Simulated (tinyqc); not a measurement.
Worked calculation: Hueckel theory of the pi electrons, for the molecule Fc1ccsc1 (SMILES; centres numbered as the heavy atoms are written). Computed by tinyqc, a small Python program that keeps every step. Settings: charge = 0. Command: `OMP_NUM_THREADS=1 python tinyqc.py 27634 27635 out.jsonl` (the two numbers bound the seeds that draw the settings). One thread of a shared host (Intel(R) Xeon(R) Processor @ 2.60GHz), about 0.01 s of CPU time with the checks.

## The Hueckel matrix

Centres:
```
centre  z_r, pi electrons of the neutral centre         h
1F                                            2  3.000000
2C                                            1  0.000000
3C                                            1  0.000000
4C                                            1  0.000000
5S                                            2  1.000000
6C                                            1  0.000000
```

Bonds:
```
i  j         k
1  2  0.700000
2  3         1
3  4         1
4  5  0.650000
5  6  0.650000
6  2         1
```

H_rr = alpha + h_r beta, H_rs = k_rs beta for bonded centres.

Hueckel matrix in units of beta (H = alpha + beta A), order 1F, 2C, 3C, 4C, 5S, 6C:
```
[[3.000000, 0.700000, 0.000000, 0.000000, 0.000000, 0.000000],
 [0.700000, 0.000000, 1.000000, 0.000000, 0.000000, 1.000000],
 [0.000000, 1.000000, 0.000000, 1.000000, 0.000000, 0.000000],
 [0.000000, 0.000000, 1.000000, 0.000000, 0.650000, 0.000000],
 [0.000000, 0.000000, 0.000000, 0.650000, 1.000000, 0.650000],
 [0.000000, 1.000000, 0.000000, 0.000000, 0.650000, 0.000000]]
```

## Orbitals

pi electrons, sum of z_r less the charge = 8

Diagonalise; E = alpha + x beta with beta < 0, so the largest x are filled first; degenerate levels share their electrons. P = sum n_i c_ri c_si; each orbital has its largest coefficient positive (the first on a tie).

x values: [3.196205, 1.881960, 0.950260, 0.587033, -0.958023, -1.657435]

occupations: [2.000000, 2.000000, 2.000000, 2.000000, 0.000000, 0.000000]

coefficients, order 1F, 2C, 3C, 4C, 5S, 6C:
```
[[0.953066, -0.212913, 0.145716, -0.117672, 0.050804, -0.093122],
 [0.267138, 0.340065, -0.426684, 0.405625, -0.287261, 0.619583],
 [0.095340, 0.403469, -0.540282, -0.301719, -0.320014, -0.585470],
 [0.037589, 0.419249, -0.086724, -0.582744, 0.593842, 0.350796],
 [0.038159, 0.593138, 0.704418, -0.062109, -0.382923, 0.006229],
 [0.091340, 0.385558, 0.032820, 0.622205, 0.559654, -0.376263]]
```

charge and bond-order matrix P, order 1F, 2C, 3C, 4C, 5S, 6C:
```
[[1.977495, 0.144581, -0.076524, 0.004994, 0.040068, -0.126942],
 [0.144581, 1.067196, 0.541639, -0.093518, -0.227717, 0.787786],
 [-0.076524, 0.541639, 1.109632, 0.790836, -0.237787, -0.082387],
 [0.004994, -0.093518, 0.790836, 1.048589, 0.450421, -0.400709],
 [0.040068, -0.227717, -0.237787, 0.450421, 1.706662, 0.433297],
 [-0.126942, 0.787786, -0.082387, -0.400709, 0.433297, 1.090427]]
```

## Energy, charges, bond orders

E = sum n x; q_r = z_r - P_rr; bond order p = P_rs; free valence = sqrt(3) - sum of p over the bonds of the atom.

pi energy = 8 alpha + this times beta = 13.230916

pi charges: [0.022505, -0.067196, -0.109632, -0.048589, 0.293338, -0.090427]

Bond orders and lengths from R = 1.517 - 0.180 p (angstrom, C-C alone):
```
bond         p         R
1-2   0.144581         -
2-3   0.541639  1.419505
3-4   0.790836  1.374650
4-5   0.450421         -
5-6   0.433297         -
6-2   0.787786  1.375198
```

free valence of the carbons: [0.258044, 0.399576, 0.490794, 0.510968]

gap between the highest filled and the next level = 1.545055 |beta|
